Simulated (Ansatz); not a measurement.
The input, for Ansatz 0.2.0:

```yaml
crystal:
  periodic: [false, false, false]
  atoms:
    - {symbol: Ge, position_ang: [-1.930506, 0.000000, 0.000000]}
    - {symbol: H, position_ang: [-2.441956, 1.446599, 0.000000]}
    - {symbol: H, position_ang: [-2.441956, -0.723300, 1.252792]}
    - {symbol: H, position_ang: [-2.441956, -0.723299, -1.252791]}
    - {symbol: H, position_ang: [-0.396157, 0.000000, 0.000000]}
    - {symbol: Ge, position_ang: [1.937494, 0.000000, 0.000000]}
    - {symbol: H, position_ang: [2.406162, -1.465915, 0.000000]}
    - {symbol: H, position_ang: [2.406162, 0.732958, -1.269520]}
    - {symbol: H, position_ang: [2.406162, 0.732957, 1.269519]}
basis:
  gaussian: {orbitals: cc-pVDZ}
magnetization: {spin_polarized: false, initial_magnetization: 1}
correlation: {method: bccd_t, electrons: outside_noble_gas}
```

```sh
$ ansatz run in.yaml --threads 1 --pin off --events-out ev --progress --plain --max-ram 2816MiB --backend cpu
```

Problem. Roughly how long does this take on 1 thread of AMD EPYC 7R13, shared host, and how much host memory?

Solution. 7 s wall and 0.45 GiB.

```
952 factors; integrals over basis functions are off by at most 1.1e-3 eV
mean field evaluation 1: about -113052.9619 eV, gradient 1.2e1 eV
mean field evaluation 2: about -113052.9689 eV, gradient 1.2e1 eV
mean field evaluation 4: about -113054.0616 eV, gradient 7.2e-1 eV
mean field evaluation 8: about -113054.0671 eV, gradient 5.3e-4 eV
mean field evaluation 16: about -113054.0671 eV, gradient 2.0e-6 eV
mean field -113054.06710096 eV, -4154.6603351612 hartree, gradient 2.0e-6 eV, S^2 0.750000; 0 other end points of the search recorded, 0 dependent functions left out
28 core orbitals not correlated: weight in the atoms' cores, before any rotation towards them, 0.999 or more for the frozen orbitals, at most 0.000 for the correlated occupied ones
reference -113054.06710096 eV, -4154.6603351612 hartree; 8, 7 occupied and 53, 54 virtual orbitals, 952 factors
second order -5.71193896 eV of doubles, -0.03477794 eV of singles
cycle   1  -6.85875047 eV  change    -1.1e0 eV  update   7.6e-2
cycle   2  -7.23911691 eV  change   -3.8e-1 eV  update   2.7e-2
cycle   3  -7.24661379 eV  change   -7.5e-3 eV  update   7.1e-3
cycle   4  -7.24381128 eV  change    2.8e-3 eV  update   2.3e-3
cycle   5  -7.24236256 eV  change    1.4e-3 eV  update   9.9e-4
cycle   6  -7.24223402 eV  change    1.3e-4 eV  update   3.4e-4
cycle   7  -7.24244816 eV  change   -2.1e-4 eV  update   9.9e-5
cycle   8  -7.24247979 eV  change   -3.2e-5 eV  update   3.0e-5
cycle   9  -7.24246406 eV  change    1.6e-5 eV  update   8.7e-6
perturbative correction -0.14280918 eV, -0.0052481404 hartree
Total energy: -113061.45237419 eV, -4154.9317389465 hartree
```
